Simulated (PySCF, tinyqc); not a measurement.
Worked calculation: RHF in the sto-3g basis, for CH2, spin multiplicity 1. The lowest restricted solution is unstable here: a spin-polarised one lies 0.0287 hartree lower (PySCF). One step of it, computed by the program tinyqc.

Problem. Iteration 2: diagonalisation and new density. Diagonalise F' = X^T F X, C = X C', fill 4 alpha and 4 beta electrons from the bottom; D = 2 C_occ C_occ^T. Each column has its largest component positive (the first on a tie).

Fock matrix F (hartree), order 1C 1s, 1C 2s, 1C 2px, 1C 2py, 1C 2pz, 2H 1s, 3H 1s:
```
[[-10.018431, -2.745843, 0.000000, 0.000000, -0.011890, -0.433832, -0.433832],
 [-2.745843, -1.036006, 0.000000, 0.000000, -0.137798, -0.403155, -0.403155],
 [0.000000, 0.000000, 0.205374, 0.000000, 0.000000, 0.000000, 0.000000],
 [0.000000, 0.000000, 0.000000, 0.570122, 0.000000, -0.094344, 0.094344],
 [-0.011890, -0.137798, 0.000000, 0.000000, 0.156752, -0.164398, -0.164398],
 [-0.433832, -0.403155, 0.000000, -0.094344, -0.164398, -0.172368, -0.131654],
 [-0.433832, -0.403155, 0.000000, 0.094344, -0.164398, -0.131654, -0.172368]]
```

X, order 1C 1s, 1C 2s, 1C 2px, 1C 2py, 1C 2pz, 2H 1s, 3H 1s:
```
[[1.026339, -0.145372, 0.000000, 0.000000, -0.008479, 0.022289, 0.022289],
 [-0.145372, 1.166578, 0.000000, 0.000000, 0.075035, -0.235541, -0.235541],
 [0.000000, 0.000000, 1.000000, 0.000000, 0.000000, 0.000000, 0.000000],
 [0.000000, 0.000000, 0.000000, 1.107248, 0.000000, -0.208951, 0.208951],
 [-0.008479, 0.075035, 0.000000, 0.000000, 1.039558, -0.124679, -0.124679],
 [0.022289, -0.235541, 0.000000, -0.208951, -0.124679, 1.142796, -0.016915],
 [0.022289, -0.235541, 0.000000, 0.208951, -0.124679, -0.016915, 1.142796]]
```

Give: F' = X^T F X; orbital energies; coefficients C; D after iteration 2.

Solution.

F' = X^T F X (hartree):
```
[[-9.7904, -1.5074, 0.0000, 0.0000, -0.0206, -0.0297, -0.0297],
 [-1.5074, -0.3517, 0.0000, 0.0000, -0.0200, -0.2691, -0.2691],
 [0.0000, 0.0000, 0.2054, 0.0000, 0.0000, 0.0000, 0.0000],
 [0.0000, 0.0000, 0.0000, 0.7827, 0.0000, -0.2514, 0.2514],
 [-0.0206, -0.0200, 0.0000, 0.0000, 0.2341, -0.1815, -0.1815],
 [-0.0297, -0.2691, 0.0000, -0.2514, -0.1815, 0.0495, -0.0369],
 [-0.0297, -0.2691, 0.0000, 0.2514, -0.1815, -0.0369, 0.0495]]
```

orbital energies (hartree): [-10.0264, -0.4742, -0.0630, 0.1212, 0.2054, 0.4840, 0.9322]

coefficients C, order 1C 1s, 1C 2s, 1C 2px, 1C 2py, 1C 2pz, 2H 1s, 3H 1s:
```
[[0.9918, -0.2000, 0.0000, -0.1811, 0.0000, -0.1378, 0.0000],
 [0.0333, 0.6202, 0.0000, 0.7701, 0.0000, 0.7210, 0.0000],
 [0.0000, 0.0000, 0.0000, 0.0000, 1.0000, 0.0000, 0.0000],
 [0.0000, 0.0000, 0.1567, 0.0000, 0.0000, 0.0000, 1.1352],
 [0.0041, 0.2030, 0.0000, -0.6372, 0.0000, 0.8186, 0.0000],
 [-0.0066, 0.3326, 0.6750, -0.3348, 0.0000, -0.6947, -0.5104],
 [-0.0066, 0.3326, -0.6750, -0.3348, 0.0000, -0.6947, 0.5104]]
```

D after iteration 2, order 1C 1s, 1C 2s, 1C 2px, 1C 2py, 1C 2pz, 2H 1s, 3H 1s:
```
[[2.1131, -0.4611, 0.0000, 0.0000, 0.1577, -0.0250, -0.0250],
 [-0.4611, 1.9576, 0.0000, 0.0000, -0.7294, -0.1035, -0.1035],
 [0.0000, 0.0000, 0.0000, 0.0000, 0.0000, 0.0000, 0.0000],
 [0.0000, 0.0000, 0.0000, 0.0491, 0.0000, 0.2116, -0.2116],
 [0.1577, -0.7294, 0.0000, 0.0000, 0.8946, 0.5617, 0.5617],
 [-0.0250, -0.1035, 0.0000, 0.2116, 0.5617, 1.3567, -0.4656],
 [-0.0250, -0.1035, 0.0000, -0.2116, 0.5617, -0.4656, 1.3567]]
```
